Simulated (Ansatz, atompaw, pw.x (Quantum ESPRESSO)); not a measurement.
## What a changed setting does to a pw.x run (bcc W)

Potential: PAW, atompaw 4.2.0.5, PBEsol; core [Xe] 4f14, reference 5d4.5 6s1.5 6p0; waves: 6s (bound): rc 2.45 bohr; 6s channel at 2.7 Ry: rc 3.00 bohr; 6p (bound, empty): rc 3.00 bohr; 6p channel at 0.45 Ry: rc 3.00 bohr; 5d (bound): rc 3.00 bohr; 5d channel at 0.35 Ry: rc 3.00 bohr; local part: troulliermartins scheme with l = 3 at 1 Ry, radius 2.70 bohr; core correction: smooth core density matched at 2.50 bohr; augmentation: sinc compensation charge, radius 2.45 bohr; PAW radius 3.00 bohr; waves and projectors: custom rrkj gramschmidtortho.

The reference run (k-mesh 15³, cutoffs 40/400 Ry, Fermi–Dirac 0.01 Ry, mixing_beta 0.4, conv_thr 1e-9, no spin) gives -4.28 GPa at 15.687 Å³/atom, where all-electron LAPW gives 0.22 GPa. This run, with its own iteration cap, changes degauss to 0.005.

```
&control
  calculation='scf', prefix='x', pseudo_dir='./', outdir='./tmp', tstress=.true., disk_io='none'
/
&system
  ibrav=0, nat=1, ntyp=1, ecutwfc=40, ecutrho=400, nbnd=10,
  occupations='smearing', smearing='fd', degauss=0.005
/
&electrons
  conv_thr=1e-09, mixing_beta=0.4, electron_maxstep=60
/
ATOMIC_SPECIES
W 1.0 W.UPF
CELL_PARAMETERS angstrom
  -1.57698163 1.57698163 1.57698163
  1.57698163 -1.57698163 1.57698163
  1.57698163 1.57698163 -1.57698163
ATOMIC_POSITIONS crystal
W 0.0000 0.0000 0.0000
K_POINTS automatic
15 15 15 0 0 0
```

```bash
pw.x < W.scf.in > W.scf.out
```

**Question.** How does the run end?

**Answer.** It converges in 8 iterations; the free energy moves by +10.6 meV/atom and the pressure by +0.04 GPa. In a metal, with Fermi–Dirac smearing, F lies below its zero-width value by a term in the square of the width.

```
Message from routine setup:
     using ibrav=0 with symmetry is DISCOURAGED, use correct ibrav instead
     lattice parameter (alat)  =       5.1616  a.u.
     unit-cell volume          =     105.8611 (a.u.)^3
     number of electrons       =         6.00
     number of Kohn-Sham states=           10
     kinetic-energy cutoff     =      40.0000  Ry
     charge density cutoff     =     400.0000  Ry
     scf convergence threshold =      1.0E-09
     Exchange-correlation= SLA PW PSX PSC
     number of k points=   120  Fermi-Dirac smearing, width (Ry)=  0.0050
     iteration #  1     ecut=    40.00 Ry     beta= 0.40
     total energy              =    -645.74211839 Ry
     estimated scf accuracy    <       0.04403265 Ry
     iteration #  2     ecut=    40.00 Ry     beta= 0.40
     total energy              =    -645.74252146 Ry
     estimated scf accuracy    <       0.00977811 Ry
     iteration #  3     ecut=    40.00 Ry     beta= 0.40
     c_bands:  1 eigenvalues not converged
     total energy              =    -645.74443643 Ry
     estimated scf accuracy    <       0.00031940 Ry
     iteration #  4     ecut=    40.00 Ry     beta= 0.40
     c_bands:  3 eigenvalues not converged
     c_bands:  3 eigenvalues not converged
     c_bands:  2 eigenvalues not converged
     c_bands:  2 eigenvalues not converged
     c_bands:  2 eigenvalues not converged
     [... 15 repeated lines left out ...]
     total energy              =    -645.74454343 Ry
     estimated scf accuracy    <       0.00000318 Ry
     iteration #  5     ecut=    40.00 Ry     beta= 0.40
     [... 6 repeated lines left out ...]
     total energy              =    -645.74454683 Ry
     estimated scf accuracy    <       0.00000049 Ry
     iteration #  6     ecut=    40.00 Ry     beta= 0.40
     [... 3 repeated lines left out ...]
     total energy              =    -645.74454746 Ry
     estimated scf accuracy    <       0.00000028 Ry
     iteration #  7     ecut=    40.00 Ry     beta= 0.40
     [... 1 repeated lines left out ...]
     total energy              =    -645.74454750 Ry
     estimated scf accuracy    <       0.00000002 Ry
     iteration #  8     ecut=    40.00 Ry     beta= 0.40
     the Fermi energy is    15.1337 ev
!    total energy              =    -645.74454751 Ry
     estimated scf accuracy    <          1.6E-10 Ry
     smearing contrib. (-TS)   =      -0.00045880 Ry
     The total energy is F=E-TS. E is the sum of the following terms:
     one-electron contribution =      12.86580092 Ry
     hartree contribution      =       0.27884905 Ry
     xc contribution           =      -5.59708522 Ry
     ewald contribution        =     -21.98147947 Ry
     one-center paw contrib.   =    -631.31017399 Ry
     convergence has been achieved in   8 iterations
          total   stress  (Ry/bohr**3)                   (kbar)     P=      -42.41
     Message from routine punch:
     Nothing written, as per user request (disk_io='none')
```

The run took about 9.6 s on one core of a shared host (Intel(R) Xeon(R) 6975P-C, 192 threads, 378 GiB, load 78).
